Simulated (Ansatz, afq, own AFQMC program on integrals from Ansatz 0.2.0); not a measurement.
**Where AFQMC and coupled cluster stand for AlNH, doublet**

```yaml
atoms:
  - { symbol: Al, position_ang: [0.0000, 0.0327, 0.6365] }
  - { symbol: N, position_ang: [0.0000, -0.1067, -1.0953] }
  - { symbol: H, position_ang: [0.0000, 0.6075, -1.8184] }
```

Connectivity, by distances: Al–NH.

Basis cc-pVDZ. Noble-gas cores (and the filled d shells of Ga–Kr and In–Xe) are frozen. Integrals, coupled cluster, full CI and functionals: Ansatz 0.2.0; the random walks run on the same integrals in our own AFQMC program. The CISD trial takes its coefficients from CCSD amplitudes. Released means that phaseless walkers are propagated on without the constraint, phases kept. Free AFQMC starts from the CCSD state and is never constrained. Its projection time is finite, and what remains of the start isn't in its error. ± is one standard error of the sampling.

Determinant: ROHF, the one that the program's search chose, which needn't be the lowest solution. The geometry is a PBE0/def2-TZVP stationary point of this or a neighbouring charge and spin state.

No full CI on the walks' own integrals is used here; CCSDTQ serves as the reference and is uncertain by about the last step of the cluster series.

Cautions: a spin-contaminated unrestricted determinant lies lower (UHF 241 meV lower, ⟨S²⟩ 0.96); the search met a lower determinant of the same kind, perhaps of another symmetry (151 meV lower), and this one is a saddle point; strong correlation (T1 0.095, weight of the determinant 0.74, largest double 0.09); the ph-AFQMC/CISD walk drifts between its halves (2.0 errors); released walk and highest rung disagree (by 37 meV at 2.40 1/Eh).

The T1 diagnostic is 0.0949. The weight of the determinant in the CISD state is 0.744. The size of the correlated space is 9 electrons in 31 orbitals.

| level | correlation energy (eV) |
| --- | --- |
| MP2 | -5.0943 |
| CCSD | -6.0290 |
| CCSD(T) | -6.2362 |

Question: Estimate where free-projection AFQMC lies against CCSD(T) on the same integrals.

Answer: 2.71 ± 0.35 mEh below CCSD(T).

Reference: CCSDTQ, correlation energy -6.326 eV. The released energy is read at 2.40 1/Eh (meV from the phaseless value at times in 1/Eh: -3 ± 6 at 0.24, -21 ± 5 at 0.51, -24 ± 6 at 0.99, -28 ± 6 at 1.62, -30 ± 8 at 2.40). The cautions show a poor starting determinant, so the rows tell how each method copes with it here, and CCSDTQ is near closed.

| level | E − E(reference) (mEh) | share of correlation (%) |
| --- | --- | --- |
| CCSD(T) | 3.29 | 98.58 |
| CCSDT | 0.92 | 99.60 |
| CCSDT(Q) | -0.26 | 100.11 |
| ph-AFQMC/HF | 6.97 ± 0.89 | 97.00 |
| ph-AFQMC/CISD | 2.47 ± 0.17 | 98.94 |
| released AFQMC | 1.37 ± 0.28 | 99.41 |
| free AFQMC | 0.58 ± 0.35 | 99.75 |

CCSDT and higher add their correlation energy to the determinant of the CCSD(T) run, since their own runs factorise the integrals more tightly (a shift of under 2 meV). Free projections are given only where their last times agree within the noise and don't stop above the reference; a slow remainder of the start can still hide under it. A walk keeps the symmetry of its determinant, which the program's search chose and which needn't be the lowest solution, so a lower state of the same spin and another symmetry isn't excluded. Released energies are given only where the last usable release times agree within the noise; a slower fall can still hide under it.
